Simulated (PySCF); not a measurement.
CHCl₃.

```xyz
5

Cl     1.4730    -0.8504    -0.0839
C      0.0000     0.0000     0.4540
Cl     0.0000     1.7009    -0.0839
Cl    -1.4730    -0.8504    -0.0839
H      0.0000     0.0000     1.5571
```

Geometry: PBE-D3(BJ)/def2-SVP.

The numbers are results of PBE/pcSseg-2 (PySCF), not measurements. Non-relativistic, no solvent.

Computed absolute GIAO shielding of each atom: isotropic value and principal components (ppm):
| atom | σ(iso) | σ11 | σ22 | σ33 | span |
|---|---|---|---|---|---|
| Cl1 | 478.3 | 104.4 | 397.5 | 933.0 | 828.6 |
| C2 | 61.1 | 15.4 | 83.9 | 83.9 | 68.6 |
| Cl3 | 478.3 | 104.4 | 397.5 | 933.0 | 828.6 |
| Cl4 | 478.3 | 104.4 | 397.5 | 933.0 | 828.6 |
| H5 | 23.1 | 21.5 | 21.5 | 26.3 | 4.8 |
